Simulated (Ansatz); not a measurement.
Reaction (atomization): `B[SiH2]C` → B• + C• + 7 H• + Si•

Calculated with Ansatz (gas phase, PBE0-D4/def2-TZVP geometries, no zero-point term in ΔE). CBS: MP2 limit from def2 TZ/QZ plus the TZ coupled-cluster correction, frozen cores. This one scheme is used for every species, atoms too. DFT in def2-TZVPP. B3LYP here is the variant with VWN-RPA as its local correlation; programs differ in this. Open shells (•) are unrestricted, without spin–orbit coupling. Spin–orbit coupling would lower the free atoms: a little for B, C, Si.

CCSD(T)/CBS gives +790.9 kcal/mol.

Q: Another level gave +782.0 kcal/mol. Which?
A. CAM-B3LYP-D4/def2-TZVPP
B. B3LYP/def2-TZVPP
C. BHLYP/def2-TZVPP
D. PBE0/def2-TZVPP

A: C. BHLYP 782.0, B3LYP 789.6, CAM-B3LYP-D4 797.6, PBE0 787.6 kcal/mol.

Largest T1 diagnostic among the species: 0.014.

In def2-TZVPP, CCSD(T) changes the Hartree–Fock value by +154.4 kcal/mol (the triples alone add +6.0 kcal/mol) and MP2 by +152.7 kcal/mol; breaking electron pairs costs correlation energy, which Hartree–Fock lacks. At CCSD(T), def2-SVP lies −37.5 kcal/mol from the extrapolated value and def2-TZVPP −16.0 kcal/mol: correlation converges slowly with the basis, and small sets miss more of it in the bonded molecule than in its fragments.

For atomizations the MP2-based limit and the directly extrapolated one differ by several kJ/mol either way, and by 10 to 25 for some Ge, Se and Sn compounds, so smaller differences from it don't rank the levels.
